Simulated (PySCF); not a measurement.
Which method gave which barrier?

Saddle point of SiNH₄Cl, closed shell (SiNH₄Cl ([NH2][SiH2][Cl]) → SiNH₂Cl ([NH][SiH][Cl]) + H₂; bonds formed: H2–H4; bonds broken: Si1–H2, N3–H4), PBE0-D4/def2-TZVP structure:

Si1  (-0.432, -0.225, 0.038)
H2  (0.464, 0.608, 1.289)
N3  (0.730, 0.214, -0.981)
H4  (0.845, 0.793, 0.495)
H5  (-1.746, 0.416, 0.279)
Cl6  (-0.634, -2.083, 0.865)
H7  (0.773, 0.277, -1.984)
(Å)

Computed with PySCF 2.14 with density fitting (its default auxiliary sets; JK sets also for MP2 and CCSD(T)) (basis: def2-TZVPP, with def2-QZVPP for the basis limit); correlated methods freeze the cores. Extrapolation: Hartree–Fock as exp(−7.88 √X), correlation as X^−2.97. Four methods, as single points on the PBE0-D4 structures, gave these electronic barriers from the start structure: 73.38, 79.59, 82.40, 97.36 kcal/mol.

(1) The methods were, in alphabetical order, CCSD(T), HF, PBE-D4, PBE0-D4. Which gave which? (Judge from chemistry; the calculation decides.)

No T1 diagnostic of these runs exceeds 0.017.

Answers

(1) Computed: PBE-D4 73.38; PBE0-D4 79.59; CCSD(T) 82.40; HF 97.36 kcal/mol. For comparison, CCSD(T) at an estimated basis limit (MP2 extrapolated from triple and quadruple zeta, plus CCSD(T) − MP2 in triple zeta) gives 81.25 kcal/mol.

Labels in which every atom is bracketed show which atoms are joined, not bond orders.

For scale, one of the runs: CCSD(T)/def2-TZVPP, 171 basis functions, launched by `OMP_NUM_THREADS=4 python run.py`. The run took 2.8 min on 4 CPU threads of an Arm Neoverse V2 (shared host), with 1.4 GiB of host memory at its peak.
